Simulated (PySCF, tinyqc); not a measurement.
Worked calculation: RHF in the sto-3g basis, for LiH, spin multiplicity 1. The lowest restricted solution is unstable here: a spin-polarised one lies 0.0181 hartree lower (PySCF). Computed by tinyqc, a small Python program that keeps every step (integrals from PySCF). Settings: charge = 0, multiplicity = 1, basis = sto-3g, energy threshold = 1e-10, iteration cap = 53, orthogonalisation = symmetric, start = Wolfsberg-Helmholz matrix, DIIS depth = 4, shift = 0.5, method = RHF. Command: `OMP_NUM_THREADS=1 python tinyqc.py 31458 31459 out.jsonl` (the two numbers bound the seeds that draw the settings). One thread of a shared host (Intel(R) Xeon(R) Processor @ 2.60GHz), about 0.06 s of CPU time with the checks. Later iterations appear only in the table of the cycle.

## One-electron integrals

Geometry (angstrom):
```
atom         x         y         z
Li    0.000000  0.000000  0.000000
H     0.000000  0.000000  2.390000
```

Basis sto-3g: exponents (1/bohr^2) and contraction coefficients of normalised primitives:
```
element  l (shell)   exponent  coefficient
Li           s (1)  16.119575     0.154329
Li           s (1)   2.936201     0.535328
Li           s (1)   0.794651     0.444635
Li           s (2)   0.636290    -0.099967
Li           s (2)   0.147860     0.399513
Li           s (2)   0.048089     0.700115
Li           p (3)   0.636290     0.155916
Li           p (3)   0.147860     0.607684
Li           p (3)   0.048089     0.391957
H            s (1)   3.425251     0.154329
H            s (1)   0.623914     0.535328
H            s (1)   0.168855     0.444635
```

Overlap, kinetic and nuclear-attraction integrals over the contracted functions; the nuclear repulsion is the sum of Za Zb / Rab.

nuclear repulsion = 0.66423918 hartree

overlap S:
```
           1Li 1s    1Li 2s   1Li 2px   1Li 2py   1Li 2pz     2H 1s
1Li 1s   1.000000  0.241137  0.000000  0.000000  0.000000  0.010853
1Li 2s   0.241137  1.000000  0.000000  0.000000  0.000000  0.217412
1Li 2px  0.000000  0.000000  1.000000  0.000000  0.000000  0.000000
1Li 2py  0.000000  0.000000  0.000000  1.000000  0.000000  0.000000
1Li 2pz  0.000000  0.000000  0.000000  0.000000  1.000000  0.322816
2H 1s    0.010853  0.217412  0.000000  0.000000  0.322816  1.000000
```

kinetic energy T (hartree):
```
            1Li 1s     1Li 2s   1Li 2px   1Li 2py   1Li 2pz      2H 1s
1Li 1s    3.576786  -0.020237  0.000000  0.000000  0.000000  -0.005354
1Li 2s   -0.020237   0.102163  0.000000  0.000000  0.000000   0.006329
1Li 2px   0.000000   0.000000  0.319682  0.000000  0.000000   0.000000
1Li 2py   0.000000   0.000000  0.000000  0.319682  0.000000   0.000000
1Li 2pz   0.000000   0.000000  0.000000  0.000000  0.319682   0.034095
2H 1s    -0.005354   0.006329  0.000000  0.000000  0.034095   0.760032
```

nuclear attraction V (hartree):
```
            1Li 1s     1Li 2s    1Li 2px    1Li 2py    1Li 2pz      2H 1s
1Li 1s   -8.204294  -1.017734   0.000000   0.000000  -0.007218  -0.042762
1Li 2s   -1.017734  -1.422686   0.000000   0.000000  -0.078193  -0.323686
1Li 2px   0.000000   0.000000  -1.393970   0.000000   0.000000   0.000000
1Li 2py   0.000000   0.000000   0.000000  -1.393970   0.000000   0.000000
1Li 2pz  -0.007218  -0.078193   0.000000   0.000000  -1.450971  -0.485295
2H 1s    -0.042762  -0.323686   0.000000   0.000000  -0.485295  -1.890826
```

core Hamiltonian H = T + V (hartree):
```
            1Li 1s     1Li 2s    1Li 2px    1Li 2py    1Li 2pz      2H 1s
1Li 1s   -4.627508  -1.037971   0.000000   0.000000  -0.007218  -0.048116
1Li 2s   -1.037971  -1.320523   0.000000   0.000000  -0.078193  -0.317357
1Li 2px   0.000000   0.000000  -1.074288   0.000000   0.000000   0.000000
1Li 2py   0.000000   0.000000   0.000000  -1.074288   0.000000   0.000000
1Li 2pz  -0.007218  -0.078193   0.000000   0.000000  -1.131289  -0.451200
2H 1s    -0.048116  -0.317357   0.000000   0.000000  -0.451200  -1.130794
```

## Two-electron integrals

Functions are numbered as in S; the eight-fold symmetry (ij|kl) = (ji|kl) = (kl|ij) leaves the list below.

Two-electron integrals (ij|kl) in chemists' order, unique and non-zero (hartree):
```
(11|11) 1.680395   (21|11) 0.265420   (21|21) 0.049941   (22|11) 0.397727
(22|21) 0.092860   (22|22) 0.290562   (31|31) 0.008981   (32|31) 0.013788
(32|32) 0.064184   (33|11) 0.396640   (33|21) 0.092880   (33|22) 0.290497
(33|33) 0.312946   (41|41) 0.008981   (42|41) 0.013788   (42|42) 0.064184
(43|43) 0.016869   (44|11) 0.396640   (44|21) 0.092880   (44|22) 0.290497
(44|33) 0.279207   (44|44) 0.312946   (51|51) 0.008981   (52|51) 0.013788
(52|52) 0.064184   (53|53) 0.016869   (54|54) 0.016869   (55|11) 0.396640
(55|21) 0.092880   (55|22) 0.290497   (55|33) 0.279207   (55|44) 0.279207
(55|55) 0.312946   (61|11) 0.011132   (61|21) 0.002133   (61|22) 0.004131
(61|33) 0.004075   (61|44) 0.004075   (61|51) 0.000301   (61|52) 0.000593
(61|55) 0.004245   (61|61) 0.000103   (62|11) 0.060671   (62|21) 0.014501
(62|22) 0.052989   (62|33) 0.049821   (62|44) 0.049821   (62|51) 0.002158
(62|52) 0.016851   (62|55) 0.059274   (62|61) 0.000771   (62|62) 0.021147
(63|31) 0.000726   (63|32) 0.004271   (63|53) 0.002091   (63|63) 0.000961
(64|41) 0.000726   (64|42) 0.004271   (64|54) 0.002091   (64|64) 0.000961
(65|11) 0.086287   (65|21) 0.020714   (65|22) 0.077253   (65|33) 0.072006
(65|44) 0.072006   (65|51) 0.003314   (65|52) 0.026131   (65|55) 0.087674
(65|61) 0.001119   (65|62) 0.032696   (65|65) 0.050751   (66|11) 0.221395
(66|21) 0.053376   (66|22) 0.213357   (66|33) 0.196495   (66|44) 0.196495
(66|51) 0.007197   (66|52) 0.074146   (66|55) 0.246884   (66|61) 0.002827
(66|62) 0.114673   (66|65) 0.181016   (66|66) 0.774606
```

## Orthogonalisation

S = U s U^T; symmetric (Loewdin) form X = U s^(-1/2) U^T, so that X^T S X = 1.

eigenvalues of S: 0.585624  0.809859  1.000000  1.000000  1.182039  1.422478

X:
```
            1Li 1s     1Li 2s   1Li 2px   1Li 2py    1Li 2pz      2H 1s
1Li 1s    1.023337  -0.128495  0.000000  0.000000  -0.004767   0.016923
1Li 2s   -0.128495   1.044180  0.000000  0.000000   0.030710  -0.124091
1Li 2px   0.000000   0.000000  1.000000  0.000000   0.000000   0.000000
1Li 2py   0.000000   0.000000  0.000000  1.000000   0.000000   0.000000
1Li 2pz  -0.004767   0.030710  0.000000  0.000000   1.044072  -0.178966
2H 1s     0.016923  -0.124091  0.000000  0.000000  -0.178966   1.064594
```

## Starting guess

The start is the generalised Wolfsberg-Helmholz matrix (K = 1.75) built on H; D = 2 C_occ C_occ^T.

D at the start:
```
            1Li 1s    1Li 2s   1Li 2px   1Li 2py    1Li 2pz      2H 1s
1Li 1s    1.974792  0.024609  0.000000  0.000000  -0.092967  -0.127556
1Li 2s    0.024609  0.193520  0.000000  0.000000   0.310553   0.377578
1Li 2px   0.000000  0.000000  0.000000  0.000000   0.000000   0.000000
1Li 2py   0.000000  0.000000  0.000000  0.000000   0.000000   0.000000
1Li 2pz  -0.092967  0.310553  0.000000  0.000000   0.507261   0.617717
2H 1s    -0.127556  0.377578  0.000000  0.000000   0.617717   0.752329
```

## Iteration 1: building the Fock matrix

J_ij = sum D_kl (ij|kl), K_ij = sum D_kl (ik|jl); F = H + J - 0.5 K; E = tr D H + tr D J / 2 - 0.25 tr D K + E_nn.

Coulomb J (hartree):
```
           1Li 1s    1Li 2s   1Li 2px   1Li 2py   1Li 2pz     2H 1s
1Li 1s   3.925802  0.667847  0.000000  0.000000  0.017955  0.029419
1Li 2s   0.667847  1.288503  0.000000  0.000000  0.137941  0.313351
1Li 2px  0.000000  0.000000  1.259071  0.000000  0.000000  0.000000
1Li 2py  0.000000  0.000000  0.000000  1.259071  0.000000  0.000000
1Li 2pz  0.017955  0.137941  0.000000  0.000000  1.340546  0.469743
2H 1s    0.029419  0.313351  0.000000  0.000000  0.469743  1.543341
```

exchange K (hartree):
```
            1Li 1s    1Li 2s   1Li 2px   1Li 2py    1Li 2pz     2H 1s
1Li 1s    3.344936  0.561435  0.000000  0.000000  -0.002072  0.026525
1Li 2s    0.561435  0.265026  0.000000  0.000000   0.210199  0.289331
1Li 2px   0.000000  0.000000  0.045739  0.000000   0.000000  0.000000
1Li 2py   0.000000  0.000000  0.000000  0.045739   0.000000  0.000000
1Li 2pz  -0.002072  0.210199  0.000000  0.000000   0.354965  0.433536
2H 1s     0.026525  0.289331  0.000000  0.000000   0.433536  0.942445
```

Fock matrix F (hartree):
```
            1Li 1s     1Li 2s   1Li 2px   1Li 2py    1Li 2pz      2H 1s
1Li 1s   -2.374174  -0.650842  0.000000  0.000000   0.011773  -0.031960
1Li 2s   -0.650842  -0.164534  0.000000  0.000000  -0.045351  -0.148671
1Li 2px   0.000000   0.000000  0.161913  0.000000   0.000000   0.000000
1Li 2py   0.000000   0.000000  0.000000  0.161913   0.000000   0.000000
1Li 2pz   0.011773  -0.045351  0.000000  0.000000   0.031774  -0.198225
2H 1s    -0.031960  -0.148671  0.000000  0.000000  -0.198225  -0.058675
```

total energy of this density = -7.76645430 hartree

## Iteration 1: diagonalisation and new density

A level shift of 0.5 hartree raises the virtual space: F + shift (S - S D(s) S), with D(s) the density of one spin (D/2). Diagonalise F' = X^T F X, C = X C', fill 2 alpha and 2 beta electrons from the bottom; D = 2 C_occ C_occ^T. Each column has its largest component positive (the first on a tie).

F' = X^T F X (hartree):
```
           1          2         3         4          5          6
1  -2.307048  -0.441601  0.000000  0.000000   0.025416   0.045039
2  -0.441601   0.414794  0.000000  0.000000  -0.103841  -0.280631
3   0.000000   0.000000  0.661913  0.000000   0.000000   0.000000
4   0.000000   0.000000  0.000000  0.661913   0.000000   0.000000
5   0.025416  -0.103841  0.000000  0.000000   0.428489  -0.436569
6   0.045039  -0.280631  0.000000  0.000000  -0.436569   0.287506
```

orbital energies (hartree): MO1 -2.376932, MO2 -0.204335, MO3 0.564964, MO4 0.661913, MO5 0.661913, MO6 0.840044

coefficients C:
```
               MO1        MO2        MO3        MO4       MO5        MO6
1Li 1s    0.990747  -0.099043  -0.243456   0.000000  0.000000   0.115662
1Li 2s    0.036012   0.334766   0.882368   0.000000  0.000000  -0.480859
1Li 2px   0.000000   0.000000   0.000000  -0.087060  0.996203   0.000000
1Li 2py   0.000000   0.000000   0.000000   0.996203  0.087060   0.000000
1Li 2pz  -0.003216   0.473677  -0.514837   0.000000  0.000000  -0.796017
2H 1s    -0.002911   0.624025  -0.058043   0.000000  0.000000   0.887857
```

D after iteration 1:
```
            1Li 1s    1Li 2s   1Li 2px   1Li 2py    1Li 2pz      2H 1s
1Li 1s    1.982779  0.005044  0.000000  0.000000  -0.100201  -0.129380
1Li 2s    0.005044  0.226730  0.000000  0.000000   0.316911   0.417595
1Li 2px   0.000000  0.000000  0.000000  0.000000   0.000000   0.000000
1Li 2py   0.000000  0.000000  0.000000  0.000000   0.000000   0.000000
1Li 2pz  -0.100201  0.316911  0.000000  0.000000   0.448761   0.591192
2H 1s    -0.129380  0.417595  0.000000  0.000000   0.591192   0.778832
```

Within a degenerate level the vectors are fixed only up to a rotation; this is one choice.

## Iteration 2: building the Fock matrix

As before.

Coulomb J (hartree):
```
           1Li 1s    1Li 2s   1Li 2px   1Li 2py   1Li 2pz     2H 1s
1Li 1s   3.924947  0.667131  0.000000  0.000000  0.018187  0.029394
1Li 2s   0.667131  1.286483  0.000000  0.000000  0.140483  0.314738
1Li 2px  0.000000  0.000000  1.257278  0.000000  0.000000  0.000000
1Li 2py  0.000000  0.000000  0.000000  1.257278  0.000000  0.000000
1Li 2pz  0.018187  0.140483  0.000000  0.000000  1.338040  0.472061
2H 1s    0.029394  0.314738  0.000000  0.000000  0.472061  1.556596
```

exchange K (hartree):
```
            1Li 1s    1Li 2s   1Li 2px   1Li 2py    1Li 2pz     2H 1s
1Li 1s    3.349220  0.557652  0.000000  0.000000  -0.003804  0.026809
1Li 2s    0.557652  0.271541  0.000000  0.000000   0.214008  0.299149
1Li 2px   0.000000  0.000000  0.046670  0.000000   0.000000  0.000000
1Li 2py   0.000000  0.000000  0.000000  0.046670   0.000000  0.000000
1Li 2pz  -0.003804  0.214008  0.000000  0.000000   0.337095  0.430566
2H 1s     0.026809  0.299149  0.000000  0.000000   0.430566  0.960642
```

Fock matrix F (hartree):
```
            1Li 1s     1Li 2s   1Li 2px   1Li 2py    1Li 2pz      2H 1s
1Li 1s   -2.377171  -0.649666  0.000000  0.000000   0.012871  -0.032127
1Li 2s   -0.649666  -0.169810  0.000000  0.000000  -0.044714  -0.152194
1Li 2px   0.000000   0.000000  0.159655  0.000000   0.000000   0.000000
1Li 2py   0.000000   0.000000  0.000000  0.159655   0.000000   0.000000
1Li 2pz   0.012871  -0.044714  0.000000  0.000000   0.038204  -0.194423
2H 1s    -0.032127  -0.152194  0.000000  0.000000  -0.194423  -0.054519
```

total energy of this density = -7.77134085 hartree

## Iteration 2: DIIS over 2 matrices

error matrix X^T (FDS - SDF) X:
```
           1          2         3         4          5          6
1   0.000000  -0.007232  0.000000  0.000000   0.002210   0.010435
2   0.007232   0.000000  0.000000  0.000000  -0.035278  -0.023789
3   0.000000   0.000000  0.000000  0.000000   0.000000   0.000000
4   0.000000   0.000000  0.000000  0.000000   0.000000   0.000000
5  -0.002210   0.035278  0.000000  0.000000   0.000000   0.029210
6  -0.010435   0.023789  0.000000  0.000000  -0.029210   0.000000
```

B (overlaps of the stored error matrices):
```
               1              2
1  1.1082292e-02  7.3284672e-03
2  7.3284672e-03  5.6594732e-03
```

Minimise |sum c_i e_i|^2 with sum c_i = 1: solve [B -1; -1 0][c; lambda] = [0; -1] with B_ij = tr e_i^T e_j, and take F = sum c_i F_i.

DIIS coefficients: -0.800542  1.800542

extrapolated F (hartree):
```
            1Li 1s     1Li 2s   1Li 2px   1Li 2py    1Li 2pz      2H 1s
1Li 1s   -2.379571  -0.648724  0.000000  0.000000   0.013750  -0.032262
1Li 2s   -0.648724  -0.174035  0.000000  0.000000  -0.044203  -0.155014
1Li 2px   0.000000   0.000000  0.157848  0.000000   0.000000   0.000000
1Li 2py   0.000000   0.000000  0.000000  0.157848   0.000000   0.000000
1Li 2pz   0.013750  -0.044203  0.000000  0.000000   0.043351  -0.191379
2H 1s    -0.032262  -0.155014  0.000000  0.000000  -0.191379  -0.051192
```

## Iteration 2: diagonalisation and new density

As before.

F' = X^T F X (hartree):
```
           1          2         3         4          5          6
1  -2.314314  -0.433916  0.000000  0.000000   0.028877   0.044783
2  -0.433916   0.396359  0.000000  0.000000  -0.104763  -0.298769
3   0.000000   0.000000  0.657848  0.000000   0.000000   0.000000
4   0.000000   0.000000  0.000000  0.657848   0.000000   0.000000
5   0.028877  -0.104763  0.000000  0.000000   0.455167  -0.425116
6   0.044783  -0.298769  0.000000  0.000000  -0.425116   0.289121
```

orbital energies (hartree): MO1 -2.382134, MO2 -0.200522, MO3 0.561855, MO4 0.657848, MO5 0.657848, MO6 0.847133

coefficients C:
```
               MO1        MO2        MO3       MO4        MO5        MO6
1Li 1s    0.991312  -0.107231  -0.238761  0.000000   0.000000   0.113278
1Li 2s    0.033854   0.367064   0.870553  0.000000   0.000000  -0.478977
1Li 2px   0.000000   0.000000   0.000000  0.071746   0.997423   0.000000
1Li 2py   0.000000   0.000000   0.000000  0.997423  -0.071746   0.000000
1Li 2pz  -0.004533   0.447935  -0.529628  0.000000   0.000000  -0.801192
2H 1s    -0.001646   0.626429  -0.087219  0.000000   0.000000   0.883771
```

D after iteration 2:
```
            1Li 1s     1Li 2s   1Li 2px   1Li 2py    1Li 2pz      2H 1s
1Li 1s    1.988398  -0.011601  0.000000  0.000000  -0.105052  -0.137609
1Li 2s   -0.011601   0.271764  0.000000  0.000000   0.328535   0.459767
1Li 2px   0.000000   0.000000  0.000000  0.000000   0.000000   0.000000
1Li 2py   0.000000   0.000000  0.000000  0.000000   0.000000   0.000000
1Li 2pz  -0.105052   0.328535  0.000000  0.000000   0.401333   0.561214
2H 1s    -0.137609   0.459767  0.000000  0.000000   0.561214   0.784831
```

Within a degenerate level the vectors are fixed only up to a rotation; this is one choice.

## Iteration 25 (converged): orbitals

converged F (hartree):
```
            1Li 1s     1Li 2s   1Li 2px   1Li 2py    1Li 2pz      2H 1s
1Li 1s   -2.371043  -0.643983  0.000000  0.000000   0.013370  -0.029986
1Li 2s   -0.643983  -0.205307  0.000000  0.000000  -0.050286  -0.174289
1Li 2px   0.000000   0.000000  0.157775  0.000000   0.000000   0.000000
1Li 2py   0.000000   0.000000  0.000000  0.157775   0.000000   0.000000
1Li 2pz   0.013370  -0.050286  0.000000  0.000000   0.074969  -0.173894
2H 1s    -0.029986  -0.174289  0.000000  0.000000  -0.173894  -0.064899
```

Diagonalise F' = X^T F X, C = X C', fill 2 alpha and 2 beta electrons from the bottom; D = 2 C_occ C_occ^T. Each column has its largest component positive (the first on a tie).

F' = X^T F X (hartree):
```
           1          2         3         4          5          6
1  -2.317490  -0.360611  0.000000  0.000000   0.010779   0.027043
2  -0.360611  -0.048911  0.000000  0.000000  -0.001979  -0.173636
3   0.000000   0.000000  0.157775  0.000000   0.000000   0.000000
4   0.000000   0.000000  0.000000  0.157775   0.000000   0.000000
5   0.010779  -0.001979  0.000000  0.000000   0.143077  -0.202527
6   0.027043  -0.173636  0.000000  0.000000  -0.202527   0.036629
```

orbital energies (hartree): MO1 -2.373475, MO2 -0.217682, MO3 0.067113, MO4 0.157775, MO5 0.157775, MO6 0.337349

coefficients C:
```
               MO1        MO2        MO3        MO4       MO5        MO6
1Li 1s    0.991557  -0.148670  -0.216787   0.000000  0.000000   0.108415
1Li 2s    0.032980   0.519481   0.800352   0.000000  0.000000  -0.460057
1Li 2px   0.000000   0.000000   0.000000  -0.073593  0.997288   0.000000
1Li 2py   0.000000   0.000000   0.000000   0.997288  0.073593   0.000000
1Li 2pz  -0.004259   0.315046  -0.574463   0.000000  0.000000  -0.832947
2H 1s    -0.001974   0.618481  -0.243696   0.000000  0.000000   0.859747
```

D after iteration 25:
```
            1Li 1s     1Li 2s   1Li 2px   1Li 2py    1Li 2pz      2H 1s
1Li 1s    2.010575  -0.089060  0.000000  0.000000  -0.102123  -0.187814
1Li 2s   -0.089060   0.541897  0.000000  0.000000   0.327041   0.642448
1Li 2px   0.000000   0.000000  0.000000  0.000000   0.000000   0.000000
1Li 2py   0.000000   0.000000  0.000000  0.000000   0.000000   0.000000
1Li 2pz  -0.102123   0.327041  0.000000  0.000000   0.198545   0.389717
2H 1s    -0.187814   0.642448  0.000000  0.000000   0.389717   0.765045
```

Within a degenerate level the vectors are fixed only up to a rotation; this is one choice.

## Convergence

Stop when the energy changes by less than 1e-10 hartree and every element of the error matrix X^T (F D S - S D F) X is below 3e-06.

Course of the cycle:
```
iteration  E (hartree)     change  largest element of the error matrix
1          -7.76645430          -                             4.53e-02
2          -7.77134085  -4.89e-03                             3.53e-02
3          -7.77525109  -3.91e-03                             2.97e-02
4          -7.78127941  -6.03e-03                             1.87e-02
5          -7.78343019  -2.15e-03                             1.15e-02
6          -7.78423853  -8.08e-04                             6.76e-03
7          -7.78448602  -2.47e-04                             4.11e-03
8          -7.78457880  -9.28e-05                             2.64e-03
9          -7.78461178  -3.30e-05                             1.69e-03
10         -7.78462233  -1.05e-05                             1.24e-03
11         -7.78462671  -4.39e-06                             8.78e-04
12         -7.78462853  -1.81e-06                             6.20e-04
13         -7.78462937  -8.49e-07                             4.09e-04
14         -7.78462972  -3.51e-07                             2.67e-04
15         -7.78462987  -1.44e-07                             1.73e-04
16         -7.78462993  -5.90e-08                             1.12e-04
17         -7.78462995  -2.41e-08                             7.19e-05
18         -7.78462996  -9.85e-09                             4.61e-05
19         -7.78462997  -3.99e-09                             2.95e-05
20         -7.78462997  -1.63e-09                             1.89e-05
21         -7.78462997  -6.61e-10                             1.21e-05
22         -7.78462997  -2.69e-10                             7.69e-06
23         -7.78462997  -1.09e-10                             4.91e-06
24         -7.78462997  -4.43e-11                             3.13e-06
25         -7.78462997  -1.80e-11                             2.00e-06
```

PySCF RHF in the same basis = -7.78462997 hartree

Converged in 25 iterations.

## Populations, bond orders and dipole

Mulliken: Z minus the diagonal of D S on the atom; Loewdin: the same with S^(1/2) D S^(1/2); Mayer order: 2 sum_s sum (D(s) S)_ij (D(s) S)_ji over the two atoms.

Charges (e):
```
atom   Mulliken    Loewdin
1Li    0.028490   0.025670
2H    -0.028490  -0.025670
```

Mayer bond orders:
```
pair     order
2-1   0.999188
```

dipole moment about the origin, x y z (debye): 0.000000  0.000000  -5.160229
